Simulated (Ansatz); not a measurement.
Born–Oppenheimer molecular dynamics of CH2NOS (6 atoms, charge -1, multiplicity 1). It starts at the highest image of a converged band, a first-order saddle point between two minima.

The calculation used RKS B3LYP/def2-SVP (Ansatz 0.2.0).

- ensemble: NVE (velocity Verlet)
- time step: 0.5 fs
- steps asked: 200
- starting velocities drawn for: 100 K
- seed: 5409

First frame:

```xyz
6
Properties=species:S:1:pos:R:3
N 1.111 -1.792 0.449
C 0.924 -0.658 0.142
O 0.288 0.463 -0.141
S -2.020 0.151 0.039
H 1.732 0.377 -0.176
H -2.034 1.459 -0.312
```

(1) How far do the bonds stretch over the last three quarters of this one trajectory? (Pairs bonded in most of those frames.)

## Answers

(1) 
| bond | mean (Å) | spread (Å) | shortest | longest |
| --- | --- | --- | --- | --- |
| N1–C2 | 1.207 | 0.024 | 1.16 | 1.25 |
| C2–O3 | 1.617 | 0.283 | 1.36 | 2.25 |
| C2–H5 | 1.129 | 0.038 | 1.05 | 1.20 |
| O3–S4 | 1.870 | 0.234 | 1.55 | 2.26 |
| S4–H6 | 1.367 | 0.022 | 1.33 | 1.41 |

Mean temperature of the second half: 1027 K. The conserved energy stayed within 0.13 meV per atom of its start (net change 0.069 meV per atom), so the integration is sound. The system heated up, since it started high on the potential surface and ran downhill. A run of 0.1 ps of so small a system gives no equilibrium averages. The orbitals stay closed-shell, which can raise the energy where a bond breaks towards radicals; this wasn't checked here. Limits of this set-up: an anion without diffuse functions, the dipole of an ion depends on the origin.

The run took 5.4 min on 1 thread of Arm Neoverse V2 (shared host), peak memory 0.12 GiB.
